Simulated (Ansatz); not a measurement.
What a trial cell of CoGe3 relaxes into

The calculation used DFT PBE, scalar-relativistic, plane waves, PAW in Ansatz. Cutoff 420 eV, Γ-centred k mesh, Gaussian smearing, collinear spin, first started from parallel moments.

The start puts CoGe3 on the Cu3Au (L1_2) structure type (Pm-3m, No. 221), with Co in place of Au, Ge in place of Cu, at a guessed volume.

```yaml
crystal:
  lattice:
    - [3.95410, 0.00000, 0.00000]
    - [0.00000, 3.95410, 0.00000]
    - [0.00000, 0.00000, 3.95410]
  atoms:
    - { symbol: Co, position: [0.00000, 0.00000, 0.00000] }
    - { symbol: Ge, position: [0.00000, 0.50000, 0.50000] }
    - { symbol: Ge, position: [0.50000, 0.00000, 0.50000] }
    - { symbol: Ge, position: [0.50000, 0.50000, 0.00000] }
```

Cell and atoms relax at zero pressure; the relaxation can't lower the symmetry of the start.

The zero of energy is the elements' standard structures at the same level; no fitted shifts are applied.

**Question.** Which crystal results?

**Answer.** It keeps Pm-3m (No. 221). The result has the Cu3Au (L1_2) structure. Conventional cell: a = 4.012 Å. Around Co lie 12 Ge at 2.84 Å; Ge has 4 Co at 2.84 Å and 8 Ge at 2.84 Å.

```
Co Ge
1.0
     4.01187    0.00000    0.00000
     0.00000    4.01187    0.00000
     0.00000    0.00000    4.01187
Co Ge
1 3
Cartesian
  0.0000 0.0000 0.0000
  0.0000 2.0059 2.0059
  2.0059 0.0000 2.0059
  2.0059 2.0059 0.0000
```

**Question.** What are its volume, energy, gap and moment?

**Answer.** The volume per atom is 16.14 Å³. The density is 7.12 g/cm³. The energy over the elements is 0.42 eV/atom and the gap on the 12×12×12 mesh is 0 eV (a metal). The net moment per atom is 0.27 μB and the largest site moment is 1.12 μB.

The final run used a 12×12×12 mesh on its 4-atom cell and 0.10 eV smearing. The k mesh leaves about 4 meV/atom of noise in metals. Symmetry constrained the relaxation, so the result can be a saddle point.

Cost: 2 runs of about 2.9 core-minutes in all, on Arm Neoverse V1 (shared hosts).